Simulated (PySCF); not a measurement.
Gas-phase reaction: B₂H₆ + 4 B ⇌ 6 BH

Method: PySCF energies plus ideal-gas RRHO corrections (1 bar). † marks an energy on the PBE0/def2-TZVP geometry and frequencies; other levels use their own. Open shells (unrestricted): B (multiplicity 2, electronic degeneracy 6); the rest are closed-shell singlets. Spin-orbit splitting is ignored; it lowers the true energy and changes the entropy of B. B3LYP is the form with VWN-RPA correlation. The harmonic model lacks anharmonicity and excited electronic states, which grow with temperature; levels with a mode under 35 cm⁻¹ are left out.

```json
[
 {"level": "B3LYP/def2-TZVP†", "ΔE electronic, kJ": "445", "ΔH°(298 K), kJ": "379", "ΔS°(298 K), J/K": "184", "ΔG°(1400 K), kJ": "114"},
 {"level": "M06-2X/def2-TZVP†", "ΔE electronic, kJ": "428", "ΔH°(298 K), kJ": "362", "ΔS°(298 K), J/K": "184", "ΔG°(1400 K), kJ": "97"},
 {"level": "PBE/def2-TZVP†", "ΔE electronic, kJ": "507", "ΔH°(298 K), kJ": "441", "ΔS°(298 K), J/K": "184", "ΔG°(1400 K), kJ": "176"},
 {"level": "PBE0/def2-TZVP", "ΔE electronic, kJ": "520", "ΔH°(298 K), kJ": "454", "ΔS°(298 K), J/K": "184", "ΔG°(1400 K), kJ": "189"},
 {"level": "ωB97X-V/def2-TZVP†", "ΔE electronic, kJ": "460", "ΔH°(298 K), kJ": "394", "ΔS°(298 K), J/K": "184", "ΔG°(1400 K), kJ": "129"}
]
```
ΔH° is lowest at M06-2X/def2-TZVP† and highest at PBE0/def2-TZVP. No reference value is set beside these.
